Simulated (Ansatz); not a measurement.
Process, species as SMILES: C[SiH3] (CH6Si) → [CH3] (CH3) + [SiH3] (SiH3) (the C-Si bond breaks)

Wanted: bond dissociation energy (enthalpy at 298 K), in kcal/mol. Conventions: non-relativistic; 6-311+G** with 5d, 6d on Na to Ar in Ansatz (a program for electronic structure); six Cartesian d functions in 6-31G* and its kin unless marked 5d; valence correlation only; open shells spin-unrestricted; spin-orbit terms left out; no dispersion term unless named. Basis-set limits of correlation are two-point, X^-3; Hartree-Fock from the larger set. The bracket is a focal-point correction in the basis named. Ab initio and DFT rows: single points at B3LYP-D3(BJ) geometries (Ansatz), with unscaled harmonic terms from B3LYP/6-31G* at its own minima.

Measured values: Active Thermochemical Tables 1.112 (ions: stationary electron), as tabulated in the package chemicals; G2/97 table in ASE (Curtiss et al.); G2/97 table in ASE (Curtiss et al.), the entry of CH6Si doubted and unchecked; they hold spin-orbit and core effects, anharmonicity. 

Value to compare with, the measured value: 89.9 kcal/mol.

```json
[
 {"level": "HF/3-21G", "program": "Ansatz", "bond dissociation energy (enthalpy at 298 K) (kcal/mol)": "59.6", "error": "-30.3"},
 {"level": "B3LYP/STO-3G", "program": "Ansatz", "bond dissociation energy (enthalpy at 298 K) (kcal/mol)": "118.0", "error": "28.1"},
 {"level": "B3LYP/6-31G", "program": "Ansatz", "bond dissociation energy (enthalpy at 298 K) (kcal/mol)": "77.6", "error": "-12.3"},
 {"level": "B3LYP/6-31G*", "program": "Ansatz", "bond dissociation energy (enthalpy at 298 K) (kcal/mol)": "83.3", "error": "-6.6"},
 {"level": "B3LYP/6-31G**", "program": "Ansatz", "bond dissociation energy (enthalpy at 298 K) (kcal/mol)": "83.2", "error": "-6.7"},
 {"level": "B3LYP/6-311+G**", "program": "Ansatz", "bond dissociation energy (enthalpy at 298 K) (kcal/mol)": "81.4", "error": "-8.5"},
 {"level": "MP2/6-311+G**", "program": "Ansatz", "bond dissociation energy (enthalpy at 298 K) (kcal/mol)": "85.6", "error": "-4.3"},
 {"level": "B3LYP-D3(BJ)/def2-TZVPD", "program": "Ansatz + dftd3", "bond dissociation energy (enthalpy at 298 K) (kcal/mol)": "84.6", "error": "-5.3"},
 {"level": "B2PLYP-D3(BJ)/def2-TZVPD", "program": "Ansatz + dftd3", "bond dissociation energy (enthalpy at 298 K) (kcal/mol)": "86.0", "error": "-3.9"},
 {"level": "RI-MP2/CBS(def2-TZVPPD,def2-QZVPPD)+[CCSD(T)-MP2]/def2-TZVPPD", "program": "Ansatz", "bond dissociation energy (enthalpy at 298 K) (kcal/mol)": "88.6", "error": "-1.3"}
]
```

Among the 7 habitual levels, HF/3-21G lies farthest from the measured value (-30.3 kcal/mol) and MP2/6-311+G** nearest (-4.3); 1 of 7 lie above it, and their mean absolute error is 13.8 kcal/mol, the median 8.5. One case shows no general order.

The levels are drawn from those run, B3LYP/6-31G* more often than the rest, none by its result; runs whose electronic state is in doubt are left out.
